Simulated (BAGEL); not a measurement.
# HNO3 (SMILES O=NOO) at B3LYP/6-311+G(d,p) (density fitting with qzvpp-jkfit)

Aim: the energy change on altering one bond length of HNO3 at B3LYP/6-311+G** (density fitting with qzvpp-jkfit), from 2 runs. 

The results are computed with BAGEL 1.2.2.

### 1 Starting point

HNO3 has 5 atoms, charge 0, and is taken as a singlet. As SMILES, `O=NOO`. The shape is that of a GFN2-xTB optimisation. This is one conformer, not always the lowest.

Bond lengths: O1–N2 1.201 Å, N2–O3 1.273 Å, O3–O4 1.436 Å, O4–H5 0.984 Å. Angles: O1–N2–O3 119.9°, N2–O3–O4 119.3°, O3–O4–H5 102.4°.

### 2 The energy at B3LYP/6-311+G(d,p) (density fitting with qzvpp-jkfit)

Input file input.json:

```json
{ "bagel" : [

{
  "title" : "molecule",
  "basis" : "6-311+gss.json",
  "df_basis" : "qzvpp-jkfit",
  "angstrom" : true,
  "geometry" : [
    { "atom" : "O", "xyz" : [       0.065910,      -0.913420,       1.047340 ] },
    { "atom" : "N", "xyz" : [      -0.887330,      -0.616080,       0.379900 ] },
    { "atom" : "O", "xyz" : [      -0.768700,       0.249290,      -0.545570 ] },
    { "atom" : "O", "xyz" : [       0.510450,       0.860430,      -0.776300 ] },
    { "atom" : "H", "xyz" : [       1.079670,       0.419780,      -0.105350 ] }
  ]
},

{
  "title" : "ks",
  "xc_func" : "b3lyp"
},

{
  "title" : "print",
  "file" : "orbitals.molden",
  "orbitals" : true
}

]}
```

The basis set 6-311+G** is read from a file made from the Basis Set Exchange's data (not shown).

Command:

```sh
$ BAGEL_NUM_THREADS=1 BAGEL input.json > input.out
```

Log:

```text
* using 1 threads per process

  ===============================================================
  ===============================================================

  *** Geometry ***

  { "atom" : "O", "xyz" : [      0.124552,     -1.726114,      1.979186 ] },
  { "atom" : "N", "xyz" : [     -1.676811,     -1.164222,      0.717907 ] },
  { "atom" : "O", "xyz" : [     -1.452632,      0.471090,     -1.030978 ] },
  { "atom" : "O", "xyz" : [      0.964611,      1.625977,     -1.466994 ] },
  { "atom" : "H", "xyz" : [      2.040281,      0.793269,     -0.199083 ] },

  Number of auxiliary basis functions:      326

  Since a DF basis is specified, we compute 2- and 3-index integrals:
    o Being stored without compression. Storage requirement is 0.023 GB

  Number of basis functions:       94
  Number of electrons      :       32

    * METHOD: MOLECULE                             0.10

  *** Kohn-Sham DFT ***

    * Removing 8190 points whose weight is below 1.00e-10
    * Grid points: 66340

  === Nuclear Repulsion ===
   123.3691381201

       - DIIS with orbital gradients will be used.

  === KS iteration (b3lyp / 6-311+gss.json) ===
      0       -241.19365686          0.25469415           0.21
      1       -230.11429189          0.18369461           0.22
      2       -239.43377507          0.21275785           0.22
      3       -276.53372875          0.11174675           0.22
      4       -267.95676650          0.15045284           0.21
      5       -277.64229984          0.08464946           0.21
      6       -277.98118677          0.08255578           0.22
      7       -277.39313203          0.09120215           0.22
      8       -280.63738604          0.03308874           0.21
      9       -280.78919965          0.02327280           0.21
     10       -280.91238448          0.00515075           0.21
     11       -280.91828306          0.00293086           0.22
     12       -280.92065606          0.00053629           0.21
     13       -280.92067715          0.00041206           0.21
     14       -280.92072317          0.00006488           0.22
     15       -280.92072307          0.00006767           0.22
     16       -280.92072414          0.00001294           0.21
     17       -280.92072418          0.00000615           0.21
     18       -280.92072419          0.00000035           0.22
     19       -280.92072419          0.00000009           0.21
     20       -280.92072419          0.00000012           0.22
     21       -280.92072419          0.00000004           0.22
     22       -280.92072419          0.00000003           0.22
     23       -280.92072419          0.00000000           0.22
    * SCF iteration converged.

    * Permanent dipole moment:
           (   -0.349190,    -0.040687,    -0.062618) a.u.

    * METHOD: KS                                   5.41

    * METHOD: PRINT                                0.01

  ===============================================================
```

Wall time 5.7 s (1 thread of Arm Neoverse V2, shared host); peak memory 0.3 GiB.

### 3 The distorted shape

Input file calc.json:

```json
{ "bagel" : [

{
  "title" : "molecule",
  "basis" : "6-311+gss.json",
  "df_basis" : "qzvpp-jkfit",
  "angstrom" : true,
  "geometry" : [
    { "atom" : "O", "xyz" : [      -0.573623,      -1.218970,       1.162697 ] },
    { "atom" : "N", "xyz" : [      -1.526863,      -0.921630,       0.495257 ] },
    { "atom" : "O", "xyz" : [      -1.408233,      -0.056260,      -0.430213 ] },
    { "atom" : "O", "xyz" : [       0.510450,       0.860430,      -0.776300 ] },
    { "atom" : "H", "xyz" : [       1.079670,       0.419780,      -0.105350 ] }
  ]
},

{ "title" : "ks", "xc_func" : "b3lyp" },

{ "title" : "print", "file" : "orbitals.molden", "orbitals" : true }

]}
```

The basis set 6-311+G** is read from a file made from the Basis Set Exchange's data (not shown).

Command:

```sh
$ BAGEL_NUM_THREADS=1 BAGEL calc.json > calc.out
```

Log:

```text
* using 1 threads per process

  ===============================================================
  ===============================================================

  *** Geometry ***

  { "atom" : "O", "xyz" : [     -1.083990,     -2.303519,      2.197179 ] },
  { "atom" : "N", "xyz" : [     -2.885353,     -1.741628,      0.935900 ] },
  { "atom" : "O", "xyz" : [     -2.661175,     -0.106316,     -0.812985 ] },
  { "atom" : "O", "xyz" : [      0.964611,      1.625977,     -1.466994 ] },
  { "atom" : "H", "xyz" : [      2.040281,      0.793269,     -0.199083 ] },

  Number of auxiliary basis functions:      326

  Since a DF basis is specified, we compute 2- and 3-index integrals:
    o Being stored without compression. Storage requirement is 0.023 GB

  Number of basis functions:       94
  Number of electrons      :       32

    * METHOD: MOLECULE                             0.11

  *** Kohn-Sham DFT ***

    * Removing 7240 points whose weight is below 1.00e-10
    * Grid points: 67290

  === Nuclear Repulsion ===
   109.3290734601

       - DIIS with orbital gradients will be used.

  === KS iteration (b3lyp / 6-311+gss.json) ===
      0       -216.84096651          0.24926553           0.21
      1       -146.35685741          0.26385315           0.22
      2       -235.34535829          0.20524812           0.22
      3       -268.52436050          0.12936501           0.22
      4       -254.15673862          0.17808442           0.22
      5       -273.76438631          0.10821957           0.22
      6       -277.70557112          0.09251260           0.22
      7       -275.73449551          0.09142221           0.21
      8       -265.90094888          0.12787761           0.22
      9       -280.74834181          0.02116443           0.22
     10       -280.62816698          0.03089034           0.21
     11       -280.74950386          0.01968364           0.22
     12       -280.83906372          0.01035371           0.21
     13       -280.85462771          0.00900448           0.21
     14       -280.87660380          0.00080338           0.22
     15       -280.87674521          0.00036641           0.22
     16       -280.87677650          0.00014435           0.22
     17       -280.87678396          0.00002888           0.21
     18       -280.87678386          0.00003752           0.21
     19       -280.87678418          0.00000314           0.22
     20       -280.87678418          0.00000147           0.22
     21       -280.87678418          0.00000116           0.22
     22       -280.87678418          0.00000127           0.22
     23       -280.87678418          0.00000030           0.22
     24       -280.87678418          0.00000010           0.22
     25       -280.87678418          0.00000006           0.22
     26       -280.87678418          0.00000002           0.22
     27       -280.87678418          0.00000001           0.22
    * SCF iteration converged.

    * Permanent dipole moment:
           (   -0.057768,     0.452728,    -0.511305) a.u.

    * METHOD: KS                                   6.34

    * METHOD: PRINT                                0.01

  ===============================================================
```

Wall time 6.6 s (1 thread of Arm Neoverse V2, shared host); peak memory 0.3 GiB.

### 4 Outcome

Level: B3LYP/6-311+G** (density fitting with qzvpp-jkfit).

| quantity | value |
| --- | --- |
| first shape: total energy | -280.92072 Eh |
| first shape: dipole moment | 0.91 D |
| first shape: HOMO energy | -8.82 eV |
| first shape: LUMO energy | -2.89 eV |
| first shape: HOMO–LUMO gap | 5.94 eV |
| distorted shape: total energy | -280.87678 Eh |
| distorted shape: dipole moment | 1.74 D |
| distorted shape: HOMO energy | -9.21 eV |
| distorted shape: LUMO energy | -6.27 eV |
| distorted shape: HOMO–LUMO gap | 2.94 eV |
| energy change with the O3–O4 bond stretched from 1.436 to 2.154 Å | 1.196 eV |

One bond (distorted shape) is far stretched, which a spin-restricted single reference describes badly; a broken-symmetry solution may lie lower. With the O3–O4 bond stretched from 1.436 to 2.154 Å the energy rises by 1.20 eV (115 kJ/mol). The first shape isn't relaxed at this level, so the change isn't measured from a minimum. A restricted reference can't describe the breaking bond well at this length.
